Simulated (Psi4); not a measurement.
# triplet [BCl2]+ at 4 levels

Aim: a comparison of 4 runs (UHF/3-21G, U-wB97X-V/cc-pVTZ, UHSE06/cc-pVTZ, UTPSSh/cc-pVTZ) of triplet [BCl2]+. Input form: a Python script.

Program for the calculation: Psi4 1.11.

### Step 1. Starting point

The species is [BCl2]+ (3 atoms), meant as a triplet with charge +1. SMILES of the parent species: `Cl[B+]Cl`. The shape is that of a PBE0-D4/def2-TZVP optimisation. That shape belongs to the parent species and isn't relaxed for this state.

Bond lengths: Cl1–B2 1.610 Å, B2–Cl3 1.610 Å. Angles: Cl1–B2–Cl3 180.0°.

### Step 2. Energy and gradient at UHF/3-21G (run 1)

The input, bcl2.py:

```python
import psi4

psi4.set_memory('1600 MB')
psi4.set_num_threads(1)
psi4.set_output_file('run.log', False)

m = psi4.geometry("""
1 3
Cl    -1.267920     0.785680    -0.605300
B      0.000010     0.000020     0.000000
Cl     1.267910    -0.785700     0.605290
symmetry c1
""")

options = {'basis': '3-21G', 'reference': 'uhf', 'puream': True, 'e_convergence': 1e-09, 'd_convergence': 1e-08, 'scf_type': 'pk', 'maxiter': 100}
psi4.set_options(options)

e_tot, wfn = psi4.gradient('hf', return_wfn=True)
psi4.oeprop(wfn, 'MAYER_INDICES', 'DIPOLE', 'LOWDIN_CHARGES', title='HF')
print('gradient / Eh bohr^-1')
print(e_tot.np.round(6))
print(f'energy = {wfn.energy():.10f} Eh')
for k, v in sorted(psi4.core.scalar_variables().items()):
    print(f'{k:45s} {v:18.10f}')
```

On the command line:

```
python bcl2.py
```

run.log:

```text
[...]
  Running in c1 symmetry.
[...]
  Nuclear repulsion =  103.386300936329633
[...]
  Multiplicity = 3
[...]
  Nalpha       = 20
  Nbeta        = 18
[...]
    Number of basis functions: 35
[...]
   @UHF iter   1:  -938.55565859305113    6.65330e-01   6.30664e-03 DIIS/ADIIS
[...]
   @UHF iter  21:  -938.59923041377124    3.41061e-13   4.71391e-09 DIIS
[...]
   @S^2 Observed:                2.013730034E+00
[...]
    Orbital Energies [Eh]
    ---------------------
    Alpha Occupied:
       1A   -104.473475     2A   -104.472869     3A    -10.867419
       4A    -10.865322     5A     -8.339274     6A     -8.339151
       7A     -8.324117     8A     -8.323786     9A     -8.321398
      10A     -8.321275    11A     -7.916597    12A     -1.503433
      13A     -1.487922    14A     -0.969783    15A     -0.906279
      16A     -0.902007    17A     -0.845242    18A     -0.839826
      19A     -0.788656    20A     -0.518212
    Alpha Virtual:
      21A     -0.147617    22A     -0.115478    23A      0.175020
      24A      0.315927    25A      0.324422    26A      0.375219
[...]
  @UHF Final Energy:  -938.59923041377124
   => Energetics <=
    Nuclear Repulsion Energy =            103.3863009363296328
    One-Electron Energy =               -1491.3141313771711793
    Two-Electron Energy =                 449.3286000270703653
    Total Energy =                       -938.5992304137711244
  UHF NO Occupations:
  HONO-2 :   18  A 1.9963760
  HONO-1 :   19  A 1.0000000
[...]
  -Total Gradient:
     Atom            X                  Y                   Z
    ------   -----------------  -----------------  -----------------
       1        0.000006417244    -0.000000412141     0.084089301387
       2       -0.000016324027     0.000000220403    -0.000002867143
       3        0.000009906783     0.000000191738    -0.084086434276
[...]
 Multipole Moments:
 ------------------------------------------------------------------------------------
     Multipole            Electronic (a.u.)      Nuclear  (a.u.)        Total (a.u.)
 ------------------------------------------------------------------------------------
 L = 1.  Multiply by 2.5417464519 to convert [e a0] to [Debye]
 Dipole X            :         -0.0000618           -0.0000192           -0.0000810
 Dipole Y            :          0.0000083           -0.0000033            0.0000050
 Dipole Z            :         -0.0000206            0.0000005           -0.0000201
 Magnitude           :                                                    0.0000836
[...]
```

Standard output:

```text
gradient / Eh bohr^-1
[[ 6.0000e-06 -0.0000e+00  8.4089e-02]
 [-1.6000e-05  0.0000e+00 -3.0000e-06]
 [ 1.0000e-05  0.0000e+00 -8.4086e-02]]
energy = -938.5992304138 Eh
CURRENT ENERGY                                   -938.5992304138
CURRENT REFERENCE ENERGY                         -938.5992304138
DD SOLVATION ENERGY                                 0.0000000000
HF KINETIC ENERGY                                 938.3431899485
HF POTENTIAL ENERGY                             -1876.9424203622
HF TOTAL ENERGY                                  -938.5992304138
HF VIRIAL RATIO                                     2.0002728644
NUCLEAR REPULSION ENERGY                          103.3863009363
ONE-ELECTRON ENERGY                             -1491.3141313772
PCM POLARIZATION ENERGY                             0.0000000000
PE ENERGY                                           0.0000000000
SCF ITERATION ENERGY                             -938.5992304138
SCF ITERATIONS                                     21.0000000000
SCF TOTAL ENERGY                                 -938.5992304138
TWO-ELECTRON ENERGY                               449.3286000271
```

Run time: 2.4 s. Hardware: 1 thread of Intel Xeon Platinum 8259CL at 2.50GHz (Skylake/Cascade Lake), shared host; peak memory 0.18 GiB.

### Step 3. The energy at U-wB97X-V/cc-pVTZ (run 2)

The input, job.py:

```python
import psi4

psi4.set_memory('1600 MB')
psi4.set_num_threads(1)
psi4.set_output_file('bcl2.out', False)

m = psi4.geometry("""
1 3
Cl    -1.267920     0.785680    -0.605300
B      0.000010     0.000020     0.000000
Cl     1.267910    -0.785700     0.605290
symmetry c1
""")

options = {'basis': 'cc-pVTZ', 'reference': 'uks', 'puream': True, 'e_convergence': 1e-09, 'd_convergence': 1e-08, 'scf_type': 'pk', 'dft_radial_points': 99, 'dft_spherical_points': 590, 'maxiter': 100}
psi4.set_options(options)

e_tot, wfn = psi4.energy('wb97x-v', molecule=m, return_wfn=True)
print('E =', round(e_tot, 9))
```

On the command line:

```
python job.py
```

bcl2.out:

```text
[...]
  Running in c1 symmetry.
[...]
  Nuclear repulsion =  103.386300936329633
[...]
  Multiplicity = 3
[...]
  Nalpha       = 20
  Nbeta        = 18
[...]
    Number of basis functions: 98
[...]
   @UKS iter   1:  -944.61527406812252    5.04709e-01   1.69320e-03 ADIIS/DIIS
[...]
   @UKS iter  16:  -944.63531609766198   -5.00222e-12   3.72388e-09 DIIS
[...]
   @S^2 Observed:                2.006218585E+00
[...]
    Orbital Energies [Eh]
    ---------------------
    Alpha Occupied:
       1A   -101.894240     2A   -101.894235     3A     -9.906717
       4A     -9.906710     5A     -7.664114     6A     -7.664111
       7A     -7.657413     8A     -7.657410     9A     -7.652453
      10A     -7.652452    11A     -7.171008    12A     -1.310372
      13A     -1.296369    14A     -0.901994    15A     -0.847298
      16A     -0.815748    17A     -0.781926    18A     -0.771743
      19A     -0.734968    20A     -0.474468
    Alpha Virtual:
      21A     -0.196015    22A     -0.145621    23A     -0.016324
      24A      0.005699    25A      0.034090    26A      0.043699
[...]
  @UKS Final Energy:  -944.63531609766198
   => Energetics <=
    Nuclear Repulsion Energy =            103.3863009363296328
    One-Electron Energy =               -1497.3711322473677683
    Two-Electron Energy =                 494.5648565901761344
    DFT Exchange-Correlation Energy =     -45.3747467065986640
    Empirical Dispersion Energy =           0.0000000000000000
    VV10 Nonlocal Energy =                  0.1594053297986583
    Total Energy =                       -944.6353160976619847
[...]
 Multipole Moments:
 ------------------------------------------------------------------------------------
     Multipole            Electronic (a.u.)      Nuclear  (a.u.)        Total (a.u.)
 ------------------------------------------------------------------------------------
 L = 1.  Multiply by 2.5417464519 to convert [e a0] to [Debye]
 Dipole X            :         -0.0000194           -0.0000192           -0.0000386
 Dipole Y            :          0.0000087           -0.0000033            0.0000053
 Dipole Z            :          0.0000105            0.0000005            0.0000110
 Magnitude           :                                                    0.0000405
[...]
```

The script printed:

```text
E = -944.635316098
```

Run time: 71 s. Hardware: 1 thread of Intel Xeon Platinum 8259CL at 2.50GHz (Skylake/Cascade Lake), shared host; peak memory 1.1 GiB.

### Step 4. Energy and gradient at UHSE06/cc-pVTZ (run 3)

The input, bcl2.xyz:

```xyz
3
BCl2
Cl    -1.267920     0.785680    -0.605300
B      0.000010     0.000020     0.000000
Cl     1.267910    -0.785700     0.605290
```

The input, run.py:

```python
import psi4

psi4.set_memory('1600 MB')
psi4.set_num_threads(1)
psi4.core.set_output_file('psi4.out', False)

with open('bcl2.xyz') as f:
    atoms = ''.join(f.readlines()[2:])
geom = psi4.geometry('1 3\n' + atoms + 'symmetry c1')

options = {'basis': 'cc-pVTZ', 'reference': 'uks', 'puream': True, 'e_convergence': 1e-09, 'd_convergence': 1e-08, 'scf_type': 'pk', 'dft_radial_points': 99, 'dft_spherical_points': 590, 'maxiter': 100}
psi4.set_options(options)

E, wfn = psi4.gradient('hse06', molecule=geom, return_wfn=True)
print('gradient / Eh bohr^-1')
print(E.np.round(6))
print(f'energy = {wfn.energy():.10f} Eh')
```

On the command line:

```
python run.py
```

psi4.out:

```text
[...]
  Running in c1 symmetry.
[...]
  Nuclear repulsion =  103.386300936329633
[...]
  Multiplicity = 3
[...]
  Nalpha       = 20
  Nbeta        = 18
[...]
    Number of basis functions: 98
[...]
   @UKS iter   1:  -944.43114794769826    6.53377e-01   3.56073e-03 DIIS/ADIIS
[...]
   @UKS iter  14:  -944.50053672995841   -1.02318e-11   5.16458e-09 DIIS
[...]
   @S^2 Observed:                2.007531965E+00
[...]
    Orbital Energies [Eh]
    ---------------------
    Alpha Occupied:
       1A   -102.069153     2A   -102.069149     3A     -9.861772
       4A     -9.861768     5A     -7.597172     6A     -7.597172
       7A     -7.589752     8A     -7.589748     9A     -7.585286
      10A     -7.585284    11A     -7.098155    12A     -1.188717
      13A     -1.175848    14A     -0.789842    15A     -0.740681
      16A     -0.706091    17A     -0.671138    18A     -0.663623
      19A     -0.629193    20A     -0.383404
    Alpha Virtual:
      21A     -0.301195    22A     -0.245785    23A     -0.111327
      24A     -0.082852    25A     -0.067163    26A     -0.043232
[...]
  @UKS Final Energy:  -944.50053672995841
   => Energetics <=
    Nuclear Repulsion Energy =            103.3863009363296328
    One-Electron Energy =               -1497.5105634450137586
    Two-Electron Energy =                 495.4918131560762049
    DFT Exchange-Correlation Energy =     -45.8680873773504914
    Empirical Dispersion Energy =           0.0000000000000000
    VV10 Nonlocal Energy =                  0.0000000000000000
    Total Energy =                       -944.5005367299584123
[...]
 Multipole Moments:
 ------------------------------------------------------------------------------------
     Multipole            Electronic (a.u.)      Nuclear  (a.u.)        Total (a.u.)
 ------------------------------------------------------------------------------------
 L = 1.  Multiply by 2.5417464519 to convert [e a0] to [Debye]
 Dipole X            :         -0.0000158           -0.0000192           -0.0000350
 Dipole Y            :          0.0000116           -0.0000033            0.0000083
 Dipole Z            :          0.0000034            0.0000005            0.0000039
 Magnitude           :                                                    0.0000362
[...]
  -Total Gradient:
     Atom            X                  Y                   Z
    ------   -----------------  -----------------  -----------------
       1        0.000003347199    -0.000000674026     0.057428903317
       2       -0.000009077518     0.000000935836    -0.000001277252
       3        0.000005730417    -0.000000261616    -0.057427625760
[...]
```

On the terminal:

```text
gradient / Eh bohr^-1
[[ 3.0000e-06 -1.0000e-06  5.7429e-02]
 [-9.0000e-06  1.0000e-06 -1.0000e-06]
 [ 6.0000e-06 -0.0000e+00 -5.7428e-02]]
energy = -944.5005367300 Eh
```

It took 2.4 min on 1 thread of Intel Xeon Platinum 8259CL at 2.50GHz (Skylake/Cascade Lake), shared host; peak memory 1.1 GiB.

### Step 5. Energy and forces at UTPSSh/cc-pVTZ (run 4)

The input, job.py:

```python
import psi4

psi4.set_memory('1600 MB')
psi4.set_num_threads(1)
psi4.core.set_output_file('bcl2.out', False)

m = psi4.geometry("""
1 3
Cl    -1.267920     0.785680    -0.605300
B      0.000010     0.000020     0.000000
Cl     1.267910    -0.785700     0.605290
symmetry c1
no_reorient
no_com
""")

psi4.set_options({
    'basis': 'cc-pVTZ',
    'reference': 'uks',
    'puream': True,
    'e_convergence': 1e-09,
    'd_convergence': 1e-08,
    'scf_type': 'pk',
    'dft_radial_points': 99,
    'dft_spherical_points': 590,
    'maxiter': 100,
})

energy_value, wavefunction = psi4.gradient("tpssh", molecule=m, return_wfn=True)
psi4.oeprop(wavefunction, "MAYER_INDICES", "DIPOLE", "MULLIKEN_CHARGES")
print('gradient / Eh bohr^-1')
print(energy_value.np.round(6))
print(f'energy = {wavefunction.energy():.10f} Eh')
for k, v in sorted(psi4.core.scalar_variables().items()):
    print(f'{k:45s} {v:18.10f}')
```

On the command line:

```
python job.py
```

bcl2.out:

```text
[...]
  Running in c1 symmetry.
[...]
  Nuclear repulsion =  103.386300936329633
[...]
  Multiplicity = 3
[...]
  Nalpha       = 20
  Nbeta        = 18
[...]
    Number of basis functions: 98
[...]
   @UKS iter   1:  -944.76025044814219    6.49887e-01   3.85083e-03 DIIS/ADIIS
[...]
   @UKS iter  12:  -944.83615900874986   -1.59162e-12   5.72694e-09 DIIS
[...]
   @S^2 Observed:                2.007790778E+00
[...]
  @UKS Final Energy:  -944.83615900874986
   => Energetics <=
    Nuclear Repulsion Energy =            103.3863009363296328
    One-Electron Energy =               -1497.5823530214556740
    Two-Electron Energy =                 503.7916618180038881
    DFT Exchange-Correlation Energy =     -54.4317687416278133
    Empirical Dispersion Energy =           0.0000000000000000
    VV10 Nonlocal Energy =                  0.0000000000000000
    Total Energy =                       -944.8361590087499735
[...]
  -Total Gradient:
     Atom            X                  Y                   Z
    ------   -----------------  -----------------  -----------------
       1        0.049343262839    -0.030570730387     0.023555855914
       2       -0.000005755400    -0.000008147490    -0.000002104745
       3       -0.049337510880     0.030578871165    -0.023553752331
[...]
 Multipole Moments:
 ------------------------------------------------------------------------------------
     Multipole            Electronic (a.u.)      Nuclear  (a.u.)        Total (a.u.)
 ------------------------------------------------------------------------------------
 L = 1.  Multiply by 2.5417464519 to convert [e a0] to [Debye]
 Dipole X            :          0.0002057           -0.0002268           -0.0000211
 Dipole Y            :          0.0004076           -0.0004535           -0.0000459
 Dipole Z            :          0.0003081           -0.0003213           -0.0000131
 Magnitude           :                                                    0.0000522
[...]
  Mulliken Charges: (a.u.)
   Center  Symbol    Alpha    Beta     Spin     Total
       1    CL     8.53410  7.95072  0.58337  0.51518
       2     B     2.93181  2.09856  0.83325 -0.03037
       3    CL     8.53410  7.95072  0.58338  0.51518
   Total alpha = 20.00000, Total beta = 18.00000, Total charge =  1.00000
  Mayer Bond Indices:
  Total Bond Index:
  Irrep: 1 Size: 3 x 3
[...]
```

Standard output:

```text
gradient / Eh bohr^-1
[[ 4.9343e-02 -3.0571e-02  2.3556e-02]
 [-6.0000e-06 -8.0000e-06 -2.0000e-06]
 [-4.9338e-02  3.0579e-02 -2.3554e-02]]
energy = -944.8361590087 Eh
CURRENT ENERGY                                   -944.8361590087
CURRENT REFERENCE ENERGY                         -944.8361590087
DD SOLVATION ENERGY                                 0.0000000000
DFT FUNCTIONAL TOTAL ENERGY                      -944.8361590087
DFT TOTAL ENERGY                                 -944.8361590087
DFT VV10 ENERGY                                     0.0000000000
DFT XC ENERGY                                     -54.4317687416
GRID ELECTRONS ALPHA                               20.0000001133
GRID ELECTRONS BETA                                18.0000001024
GRID ELECTRONS TOTAL                               38.0000002156
NUCLEAR REPULSION ENERGY                          103.3863009363
ONE-ELECTRON ENERGY                             -1497.5823530215
PCM POLARIZATION ENERGY                             0.0000000000
PE ENERGY                                           0.0000000000
SCF ITERATION ENERGY                             -944.8361590087
SCF ITERATIONS                                     12.0000000000
SCF TOTAL ENERGY                                 -944.8361590087
TWO-ELECTRON ENERGY                               503.7916618180
XC GRID RADIAL POINTS                              99.0000000000
XC GRID SPHERICAL POINTS                          590.0000000000
XC GRID TOTAL POINTS                           164134.0000000000
```

It took 95 s on 1 thread of Intel Xeon Platinum 8259CL at 2.50GHz (Skylake/Cascade Lake), shared host; peak memory 0.93 GiB.

### Step 6. All runs side by side

```
run              level      task                 properties  energy (Eh)  HOMO energy (eV)   ⟨S²⟩  largest force (eV/Å)  wall time
  1          UHF/3-21G  gradient    (mayer, dipole, lowdin)  -938.599230            -14.10  2.014                 4.324      2.4 s
  2  U-wB97X-V/cc-pVTZ    energy                          –  -944.635316            -12.91  2.006                     –       71 s
  3     UHSE06/cc-pVTZ  gradient                          –  -944.500537            -10.43  2.008                 2.953    2.4 min
  4     UTPSSh/cc-pVTZ  gradient  (mayer, dipole, mulliken)  -944.836159            -10.24  2.008                 3.221       95 s
```

### Step 7. Outcome

| quantity | value |
| --- | --- |
| run 4: total energy | -944.83616 Eh |
| run 4: HOMO energy (highest over α and β) | -10.24 eV |
| run 4: ⟨S²⟩ | 2.008 |
| run 4: largest force on an atom | 3.221 eV/Å |

What this shows: Totals of different functionals can't be ranked against each other. All runs together took 5.2 min, the longest 2.4 min.
